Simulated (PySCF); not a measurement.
**C5H8N: g tensor and hyperfine couplings**

Compound: C5H8N (doublet state).
Numbering: `[CH3:1][C:2]1=[N:3][CH2:4][CH2:5][CH:6]1` (hydrogens: H7, H8, H9 on C1; H10, H11 on C4; H12, H13 on C5; H14 on C6)

Computed, not measured: PySCF, UKS B3LYP, pcH-1 on C H N, non-relativistic, mean-field spin-orbit, GIAO. Isolated species at its GFN2-xTB geometry, gas phase. The geometry wasn't refined by DFT: couplings that depend on bond lengths, twists or pyramidal angles can differ widely from those at the functional's own minimum. Stability of the SCF solution: not tested. ⟨S²⟩ is 0.775 where a pure state has 0.75.

```
g1, g2, g3        : 2.00214, 2.00354, 2.00468
g_iso             : 2.00345
Form of g         : rhombic: the two nearest values differ by 45 % of g3 − g1
⟨S²⟩              : 0.7746 (exact 0.7500)
α and β electrons : 23, 22
Basis functions   : 230
```

Isotropic coupling and dipolar principal values T1 to T3, in MHz; ρ(0) is the spin density at the nucleus:

```json
{"atom": "C1", "isotope": "13C", "a_iso": "3.0", "T1": "-0.8", "T2": "-0.2", "T3": "1.0", "Mulliken spin population": "0.01", "ρ(0) (bohr⁻³)": "0.0027"}
{"atom": "C2", "isotope": "13C", "a_iso": "-44.6", "T1": "-27.9", "T2": "11.7", "T3": "16.2", "Mulliken spin population": "-0.22", "ρ(0) (bohr⁻³)": "-0.0396"}
{"atom": "N3", "isotope": "14N", "a_iso": "19.0", "T1": "-23.4", "T2": "-23.4", "T3": "46.8", "Mulliken spin population": "0.50", "ρ(0) (bohr⁻³)": "0.0587"}
{"atom": "C4", "isotope": "13C", "a_iso": "-17.8", "T1": "-1.1", "T2": "0.4", "T3": "0.7", "Mulliken spin population": "-0.03", "ρ(0) (bohr⁻³)": "-0.0159"}
{"atom": "C5", "isotope": "13C", "a_iso": "-24.6", "T1": "-1.5", "T2": "0.1", "T3": "1.4", "Mulliken spin population": "-0.06", "ρ(0) (bohr⁻³)": "-0.0219"}
{"atom": "C6", "isotope": "13C", "a_iso": "58.4", "T1": "-56.0", "T2": "-54.8", "T3": "110.8", "Mulliken spin population": "0.72", "ρ(0) (bohr⁻³)": "0.0520"}
{"atom": "H7", "isotope": "1H", "a_iso": "-13.4", "T1": "-2.1", "T2": "-1.4", "T3": "3.5", "Mulliken spin population": "-0.01", "ρ(0) (bohr⁻³)": "-0.0030"}
{"atom": "H8", "isotope": "1H", "a_iso": "-17.4", "T1": "-2.2", "T2": "-1.1", "T3": "3.2", "Mulliken spin population": "-0.01", "ρ(0) (bohr⁻³)": "-0.0039"}
{"atom": "H9", "isotope": "1H", "a_iso": "-2.4", "T1": "-2.1", "T2": "-1.6", "T3": "3.7", "Mulliken spin population": "0.00", "ρ(0) (bohr⁻³)": "-0.0005"}
{"atom": "H10", "isotope": "1H", "a_iso": "72.2", "T1": "-4.2", "T2": "-2.0", "T3": "6.1", "Mulliken spin population": "0.03", "ρ(0) (bohr⁻³)": "0.0162"}
{"atom": "H11", "isotope": "1H", "a_iso": "69.8", "T1": "-4.2", "T2": "-2.0", "T3": "6.1", "Mulliken spin population": "0.03", "ρ(0) (bohr⁻³)": "0.0156"}
{"atom": "H12", "isotope": "1H", "a_iso": "95.2", "T1": "-4.1", "T2": "-2.3", "T3": "6.3", "Mulliken spin population": "0.04", "ρ(0) (bohr⁻³)": "0.0213"}
{"atom": "H13", "isotope": "1H", "a_iso": "94.3", "T1": "-4.1", "T2": "-2.2", "T3": "6.3", "Mulliken spin population": "0.03", "ρ(0) (bohr⁻³)": "0.0211"}
{"atom": "H14", "isotope": "1H", "a_iso": "-45.1", "T1": "-27.1", "T2": "-0.5", "T3": "27.7", "Mulliken spin population": "-0.03", "ρ(0) (bohr⁻³)": "-0.0101"}
```

Largest spin populations (Mulliken): C6 (+0.72), N3 (+0.50), C2 (-0.22) and C5 (-0.06). The positive populations add up to 1.36 and the negative ones to -0.36, together 2S = 1. The angles at C6 add up to 360.0°, so it is planar; its axial dipolar tensor and the negative coupling of its proton fit spin in a p orbital normal to that plane.

Axes: g2 points within 13° of the C2–C6 bond and g3 points within 6° of the C5–C6 bond.

Under fast tumbling the dipolar parts average out, and these isotropic splittings remain: 2 × 1H (H12/H13, I = 1/2, 3 lines) with 3.38 mT, 2 × 1H (H10/H11, I = 1/2, 3 lines) with 2.53 mT, 1 × 1H (H14, I = 1/2, 2 lines) with 1.61 mT, 1 × 14N (N3, I = 1, 3 lines) with 0.68 mT and 3 × 1H (H7/H8/H9, I = 1/2, 4 lines) with 0.39 mT.

Nuclei that the bonding pattern makes equivalent are averaged, as if the motion that swaps them (rotation, inversion, ring flip) were fast. The three 1H nuclei of mean -11.0 MHz run from -17.4 to -2.4 MHz in the frozen geometry.

The 13C coupling of C6 (58.4 MHz) shows only in satellite lines or after enrichment, since that isotope makes up about 1.07 % of natural carbon.
